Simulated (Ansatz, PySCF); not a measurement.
Molecule: CH2Cl (charge 0, doublet). It need not be the lowest isomer of its formula. 
Geometry from a B3LYP-D3(BJ)/def2-TZVP (Ansatz, a program for electronic structure) optimisation:
SMILES: [CH2]Cl
```xyz
4

C      0.0123    -0.2448    -1.0869
Cl    -0.0064     0.1282     0.5693
H      0.9694    -0.3350    -1.5718
H     -0.9338    -0.3757    -1.5841
```
Charge 0, spin multiplicity 2.

Total electronic energies in hartree. Valence correlation only, unless marked. UHF or UKS for open shells. No spin-orbit coupling. No relativistic terms. CBS marks a two-point X^-3 extrapolation of the correlation energy; Hartree-Fock from the larger set. The bracket is a focal-point correction in the basis named.

```json
[
 {"level": "HF/def2-QZVPPD", "program": "Ansatz", "energy (Eh)": "-498.52396"},
 {"level": "RI-HF/def2-TZVPP", "program": "Ansatz", "energy (Eh)": "-498.50899"},
 {"level": "BP86-D4/def2-TZVPD", "program": "PySCF + dftd4", "energy (Eh)": "-499.51862"},
 {"level": "PBE0-D4/def2-TZVP", "program": "Ansatz + dftd4", "energy (Eh)": "-499.27185"},
 {"level": "BHLYP/def2-TZVPD", "program": "Ansatz", "energy (Eh)": "-499.44733"},
 {"level": "PW6B95/def2-TZVPD", "program": "PySCF", "energy (Eh)": "-499.87516"},
 {"level": "HSE06/def2-TZVPD", "program": "Ansatz", "energy (Eh)": "-499.26137"},
 {"level": "B2GP-PLYP-D3(BJ)/def2-TZVPD", "program": "Ansatz + dftd3", "energy (Eh)": "-499.24653"},
 {"level": "B2GP-PLYP/def2-TZVPD", "program": "Ansatz", "energy (Eh)": "-499.24541"},
 {"level": "B2PLYP/def2-TZVPD", "program": "Ansatz", "energy (Eh)": "-499.30086"},
 {"level": "MP2/STO-3G", "program": "Ansatz", "energy (Eh)": "-493.12243"},
 {"level": "MP2/aug-cc-pV(T+d)Z", "program": "Ansatz", "energy (Eh)": "-498.86150"},
 {"level": "MP2/cc-pV(Q+d)Z", "program": "Ansatz", "energy (Eh)": "-498.88926"},
 {"level": "MP2/CBS(def2-TZVPP,def2-QZVPP)", "program": "Ansatz", "energy (Eh)": "-498.9119"},
 {"level": "MP2/CBS(def2-TZVPPD,def2-QZVPPD)", "program": "Ansatz", "energy (Eh)": "-498.9111"},
 {"level": "RI-MP2/def2-QZVPPD", "program": "Ansatz", "energy (Eh)": "-498.89051"},
 {"level": "SCS-MP2/def2-TZVPP", "program": "Ansatz", "energy (Eh)": "-498.84404"},
 {"level": "CCSD/def2-QZVPPD", "program": "Ansatz", "energy (Eh)": "-498.91924"},
 {"level": "CCSD/CBS(def2-TZVPP,def2-QZVPP)", "program": "Ansatz", "energy (Eh)": "-498.9381"},
 {"level": "CCSD(T)/6-31G", "program": "Ansatz", "energy (Eh)": "-498.55587"},
 {"level": "RI-MP2/CBS(def2-TZVPP,def2-QZVPP)+[CCSD(T)-MP2]/def2-SVP", "program": "Ansatz", "energy (Eh)": "-498.9475"},
 {"level": "RI-MP2/CBS(cc-pV(T+d)Z,cc-pV(Q+d)Z)+[CCSD(T)-MP2]/cc-pV(T+d)Z", "program": "Ansatz", "energy (Eh)": "-498.9567"},
 {"level": "CCSD(T)/CBS(def2-TZVPPD,def2-QZVPPD)", "program": "Ansatz", "energy (Eh)": "-498.9559"}
]
```

Totals of different functionals don't rank their quality; only differences between species are comparable.
